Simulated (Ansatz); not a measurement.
## Other spins and charges of CH₂, singlet at one geometry

Geometry (PBE0/def2-TZVP stationary point for this spin, not checked as a minimum):

```xyz
3

C     0.0000   -0.1011    0.0000
H     0.0000    0.6021   -0.8621
H     0.0000    0.6021    0.8621
```

Basis cc-pVDZ; Ansatz 0.2.0. Correlated methods freeze the noble-gas cores. Prefix R: restricted or restricted open-shell reference. Active spaces: valence = (6e, 6o) chosen from the atoms' valence shells.

Gaps are energies of the second state less the first, at fixed atoms, for a selection of the levels run; each method lands on the state that its own search finds for that charge and spin.

Removing an electron, to the doublet: 10.253 eV at full CI (singlet A1, doublet ion A1, in C2v).

| level | gap (eV) | error (meV) |
| --- | --- | --- |
| RMP2 | 10.022 | -231 |
| CISD | 10.102 | -151 |
| RCCSD | 10.200 | -53 |
| RCCSD(T) | 10.240 | -13 |
| BCCD(T) | 10.240 | -13 |
| RCCSDT | 10.249 | -4 |
| CISDTQ | 10.248 | -5 |
| RCCSDT(Q) | 10.252 | -1 |
| CASSCF (valence space) | 9.497 | -756 |
| NEVPT2 (valence space) | 10.036 | -217 |

Triplet less singlet: -0.068 eV at full CI (singlet A1, triplet B1, in C2v).

```csv
level,gap (eV),error (meV)
RHF,-0.658,-590
RMP2,-0.310,-242
RCCSD,-0.107,-39
RCCSD(T),-0.080,-12
RCCSDT,-0.071,-3
CISDTQ,-0.072,-4
RCCSDT(Q),-0.069,-1
CASSCF (valence space),-0.128,-60
NEVPT2 (valence space),-0.126,-58
MRCISD (valence space),-0.068,0
```

Full CI is exact within this basis and frozen core; it isn't the basis-set limit.
